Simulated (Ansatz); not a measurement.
# H5OSi: the cost of one run

All numbers below are computed with Ansatz 0.2.0 (UKS r2SCANh-D4/def2-SVP).

## (1) Starting point

Bond lengths: Si1–H3 1.460 Å, Si1–H4 1.459 Å, Si1–H5 1.459 Å, O6–H7 1.010 Å. Angles: H3–Si1–H4 109.5°, H3–Si1–H5 109.5°, H4–Si1–H5 109.5°.

As a file:

```xyz
7

Si    0.0000    0.0000    0.0000
H     0.0000    0.0000    1.7100
H     1.3768    0.0000   -0.4862
H    -0.6877    1.1914   -0.4862
H    -0.6877   -1.1914   -0.4862
O     0.0000    0.0000    3.0200
H    -0.5144   -0.8011    3.3571
```

## (2) Pulling towards end A

Springs on the bonds that form and break draw the guess towards this end; the thresholds are loose.

File input.yaml:

```yaml
crystal:
  periodic: [false, false, false]
  atoms:
    - { symbol: Si, position_ang: [0.0, 0.0, 0.0] }
    - { symbol: H, position_ang: [0.0, 0.0, 1.71] }
    - { symbol: H, position_ang: [1.3768, 0.0, -0.4862] }
    - { symbol: H, position_ang: [-0.6877, 1.1914, -0.4862] }
    - { symbol: H, position_ang: [-0.6877, -1.1914, -0.4862] }
    - { symbol: O, position_ang: [0.0, 0.0, 3.02] }
    - { symbol: H, position_ang: [-0.5144, -0.8011, 3.3571] }
magnetization:
  spin_polarized: true
  initial_magnetization: 1
basis:
  gaussian: { orbitals: def2-SVP }
hamiltonian:
  xc: r2scanh
  dispersion: d4
relax:
  f_tol: 0.15
  max_steps: 25
  restrain:
    - { distance: [1, 5], at: 2.21, k: 30.0 }
    - { distance: [0, 1], at: 1.46, k: 30.0 }
```

Started as:

```bash
> ansatz run input.yaml --threads 2 --pin off --max-ram 3072MiB --backend cpu --events-out ev --progress --plain --runs-dir out
```

What time and memory should one allow on 2 threads of Arm Neoverse V2, shared host?

About 24 s, with a peak of 0.17 GiB.
